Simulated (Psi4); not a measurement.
# UB3LYP/6-31G(d) (spherical functions) run of CH5OSi (SMILES [CH2]O[SiH3])

Aim: the vertical ionisation energy of CH5OSi at UB3LYP/6-31G* (spherical functions), from 2 runs. 

The calculation is run with Psi4 1.11.

1 further run of the same task is left out (set aside as unsound or not needed).

## (1) The system as given

The species is CH5OSi (8 atoms), meant as a doublet with charge 0. As SMILES, `[CH2]O[SiH3]`. The coordinates come from a GFN2-xTB relaxation. This is one conformer, not always the lowest.

Bond lengths: C1–O2 1.332 Å, O2–Si3 1.623 Å, C1–H4 1.072 Å, C1–H5 1.073 Å, Si3–H6 1.463 Å, Si3–H7 1.461 Å, Si3–H8 1.461 Å. Angles: C1–O2–Si3 139.9°, O2–C1–H4 116.8°, O2–C1–H5 120.2°, O2–Si3–H6 111.7°, O2–Si3–H7 104.7°, O2–Si3–H8 104.9°, H4–C1–H5 122.5°, H6–Si3–H7 111.2°, H6–Si3–H8 111.3°, H7–Si3–H8 112.7°.

## (2) Energy and gradient at UB3LYP/6-31G(d) (spherical functions)

Contents of calc.py:

```python
import psi4

psi4.set_memory('1600 MB')
psi4.set_num_threads(1)
psi4.core.set_output_file('ch5osi.out', False)

m = psi4.geometry("""
0 2
C
O 1 1.332417
Si 2 1.623033 1 139.93731
H 1 1.072218 2 116.78359 3 176.05904
H 1 1.072601 4 122.4903 2 171.84224
H 3 1.463015 2 111.72841 1 -0.25111
H 3 1.461439 6 111.19907 2 116.61493
H 3 1.461069 7 112.65007 6 -125.7526
symmetry c1
""")

psi4.set_options({
    'basis': '6-31G*',
    'reference': 'uks',
    'puream': True,
    'e_convergence': 1e-09,
    'd_convergence': 1e-08,
    'scf_type': 'pk',
    'dft_radial_points': 99,
    'dft_spherical_points': 590,
    'maxiter': 200,
})

energy_value, wavefunction = psi4.gradient("b3lyp", molecule=m, return_wfn=True)
psi4.oeprop(wavefunction, "MULLIKEN_CHARGES", "MAYER_INDICES", "DIPOLE", title="B3LYP")
print('gradient / Eh bohr^-1')
print(energy_value.np.round(6))
print(f'energy = {wavefunction.energy():.10f} Eh')
```

The run is started by

```bash
$ python calc.py
```

ch5osi.out (excerpt; [...] marks lines left out):

```text
[...]
  Running in c1 symmetry.
[...]
  Nuclear repulsion =  110.796586820236115
[...]
  Multiplicity = 2
[...]
  Nalpha       = 17
  Nbeta        = 16
[...]
    Number of basis functions: 56
[...]
   @UKS iter   1:  -405.63070462414692   -3.38901e-01   9.91121e-03 DIIS/ADIIS
[...]
   @UKS iter  12:  -405.77301802332579   -7.38964e-13   4.38126e-09 DIIS
[...]
   @S^2 Observed:                7.535627219E-01
[...]
    Orbital Energies [Eh]
    ---------------------
    Alpha Occupied:
       1A    -66.139007     2A    -19.159232     3A    -10.217846
       4A     -5.300300     5A     -3.660207     6A     -3.657255
       7A     -3.656870     8A     -1.046981     9A     -0.685837
      10A     -0.552642    11A     -0.474782    12A     -0.467059
      13A     -0.427901    14A     -0.367076    15A     -0.342935
      16A     -0.312496    17A     -0.163184
    Alpha Virtual:
      18A      0.013696    19A      0.080895    20A      0.084822
      21A      0.124601    22A      0.141336    23A      0.180594
      24A      0.200947    25A      0.218175    26A      0.231682
[...]
  @UKS Final Energy:  -405.77301802332579
   => Energetics <=
    Nuclear Repulsion Energy =            110.7965868202361150
    One-Electron Energy =                -778.8715585530981116
    Two-Electron Energy =                 292.0780216122378761
    DFT Exchange-Correlation Energy =     -29.7760679027016835
    Empirical Dispersion Energy =           0.0000000000000000
    VV10 Nonlocal Energy =                  0.0000000000000000
    Total Energy =                       -405.7730180233257897
[...]
  -Total Gradient:
     Atom            X                  Y                   Z
    ------   -----------------  -----------------  -----------------
       1       -0.002271551301     0.001310934104     0.012777399480
       2        0.000488306384    -0.019726700018     0.002587973760
       3        0.000120430317     0.001638692644    -0.004218866051
       4        0.000768510443    -0.006656797329     0.002374559535
       5        0.000988787092     0.008636473440     0.003792223396
       6        0.000011169384     0.010388712417     0.001634900651
       7        0.005783519278     0.002215996191    -0.009535761947
       8       -0.005891211089     0.002190641873    -0.009401903092
[...]
 Multipole Moments:
 ------------------------------------------------------------------------------------
     Multipole            Electronic (a.u.)      Nuclear  (a.u.)        Total (a.u.)
 ------------------------------------------------------------------------------------
 L = 1.  Multiply by 2.5417464519 to convert [e a0] to [Debye]
 Dipole X            :          0.0736414           -0.1157572           -0.0421158
 Dipole Y            :          0.7732560           -1.0932269           -0.3199709
 Dipole Z            :          0.5345898           -0.4980423            0.0365475
 Magnitude           :                                                    0.3247935
[...]
  Mulliken Charges: (a.u.)
   Center  Symbol    Alpha    Beta     Spin     Total
       1     C     3.55539  2.58024  0.97515 -0.13564
       2     O     4.29011  4.17357  0.11654 -0.46368
       3    SI     6.71023  6.71375 -0.00352  0.57602
       4     H     0.40368  0.45478 -0.05110  0.14154
       5     H     0.40937  0.45834 -0.04897  0.13229
       6     H     0.54582  0.54637 -0.00055 -0.09219
       7     H     0.54299  0.53641  0.00658 -0.07941
       8     H     0.54240  0.53653  0.00587 -0.07893
   Total alpha = 17.00000, Total beta = 16.00000, Total charge = -0.00000
[...]
```

Standard output:

```text
gradient / Eh bohr^-1
[[-2.2720e-03  1.3110e-03  1.2777e-02]
 [ 4.8800e-04 -1.9727e-02  2.5880e-03]
 [ 1.2000e-04  1.6390e-03 -4.2190e-03]
 [ 7.6900e-04 -6.6570e-03  2.3750e-03]
 [ 9.8900e-04  8.6360e-03  3.7920e-03]
 [ 1.1000e-05  1.0389e-02  1.6350e-03]
 [ 5.7840e-03  2.2160e-03 -9.5360e-03]
 [-5.8910e-03  2.1910e-03 -9.4020e-03]]
energy = -405.7730180233 Eh
```

It took 28 s on 1 thread of Intel Xeon Platinum 8259CL at 2.50GHz (Skylake/Cascade Lake), shared host; peak memory 0.89 GiB.

## (3) The singlet cation: a single-point energy at B3LYP/6-31G(d) (spherical functions)

Contents of input.dat:

```
memory 1600 mb

molecule m {
  1 1
  C     -0.581920     0.826180    -1.214720
  O     -0.012450    -0.205200    -0.592390
  Si     0.424400    -0.667790     0.900730
  H     -0.643270     0.771430    -2.283780
  H     -0.837430     1.712660    -0.667600
  H      0.108040     0.354200     1.898660
  H      1.865790    -0.892550     0.813090
  H     -0.323150    -1.898940     1.146010
  units angstrom
  symmetry c1
}

set {
  basis 6-31G*
  puream true
  e_convergence 1e-09
  d_convergence 1e-08
  scf_type pk
  dft_radial_points 99
  dft_spherical_points 590
}

E, wfn = energy("b3lyp", return_wfn=True)
oeprop(wfn, "LOWDIN_CHARGES", "MULLIKEN_CHARGES", "QUADRUPOLE")
```

The run is started by

```bash
$ psi4 -i input.dat -o output.dat -n 1
```

output.dat (excerpt; [...] marks lines left out):

```text
[...]
  Running in c1 symmetry.
[...]
  Nuclear repulsion =  110.796601396130228
[...]
  Multiplicity = 1
[...]
  Nalpha       = 16
  Nbeta        = 16
[...]
    Number of basis functions: 56
[...]
   @RKS iter   1:  -405.42461830662990   -1.32814e-01   7.53415e-03 DIIS/ADIIS
[...]
   @RKS iter  11:  -405.50141565243655   -2.27374e-13   2.43331e-09 DIIS
[...]
  @RKS Final Energy:  -405.50141565243655
   => Energetics <=
    Nuclear Repulsion Energy =            110.7966013961302281
    One-Electron Energy =                -770.2752561160475580
    Two-Electron Energy =                 283.4513039256588627
    DFT Exchange-Correlation Energy =     -29.4740648581780746
    Empirical Dispersion Energy =           0.0000000000000000
    VV10 Nonlocal Energy =                  0.0000000000000000
    Total Energy =                       -405.5014156524365490
[...]
 Multipole Moments:
 ------------------------------------------------------------------------------------
     Multipole            Electronic (a.u.)      Nuclear  (a.u.)        Total (a.u.)
 ------------------------------------------------------------------------------------
 L = 1.  Multiply by 2.5417464519 to convert [e a0] to [Debye]
 Dipole X            :         -0.4519434           -0.2071559           -0.6590993
 Dipole Y            :          0.2245072            0.9557711            1.1802783
 Dipole Z            :         -1.6897101            0.7072328           -0.9824773
 Magnitude           :                                                    1.6711464
 L = 2.  Multiply by 1.3450342976 to convert [e a0^2] to [Debye ang]
 Quadrupole XX       :        -48.1019004           32.4068923          -15.6950081
 Quadrupole XY       :         30.6491786          -33.2831198           -2.6339412
[...]
  Mulliken Charges: (a.u.)
   Center  Symbol    Alpha    Beta     Spin     Total
       1     C     2.91953  2.91953  0.00000  0.16094
       2     O     4.16160  4.16160  0.00000 -0.32320
       3    SI     6.71931  6.71931  0.00000  0.56137
       4     H     0.34768  0.34768  0.00000  0.30464
       5     H     0.35390  0.35390  0.00000  0.29220
       6     H     0.50992  0.50992  0.00000 -0.01984
       7     H     0.49388  0.49388  0.00000  0.01224
       8     H     0.49417  0.49417  0.00000  0.01165
   Total alpha = 16.00000, Total beta = 16.00000, Total charge =  1.00000
[...]
```

Run time: 14 s. Hardware: 1 thread of Intel Xeon Platinum 8259CL at 2.50GHz (Skylake/Cascade Lake), shared host; peak memory 0.89 GiB.

## (4) Results

Level: UB3LYP/6-31G* (spherical functions).

| quantity | value |
| --- | --- |
| doublet CH5OSi: total energy | -405.77302 Eh |
| doublet CH5OSi: dipole moment | 0.83 D |
| doublet CH5OSi: HOMO energy (highest over α and β) | -4.44 eV |
| doublet CH5OSi: LUMO energy (lowest over α and β) | -0.33 eV |
| doublet CH5OSi: ⟨S²⟩ | 0.754 |
| doublet CH5OSi: largest force on an atom | 1.023 eV/Å |
| singlet cation: total energy | -405.50142 Eh |
| singlet cation: HOMO energy | -14.70 eV |
| singlet cation: LUMO energy | -10.21 eV |
| singlet cation: HOMO–LUMO gap | 4.49 eV |
| vertical ionisation energy (to the singlet cation) | 7.391 eV |

**Reading.** The vertical ionisation energy comes to 7.39 eV (713 kJ/mol). The largest force (doublet CH5OSi) is 1.02 eV/Å: the shape isn't a stationary point for this species at this level. Only the singlet of the ionised species was computed; a triplet could lie lower. Mulliken charges (doublet CH5OSi) run from -0.46 on O2 to +0.58 on Si3.
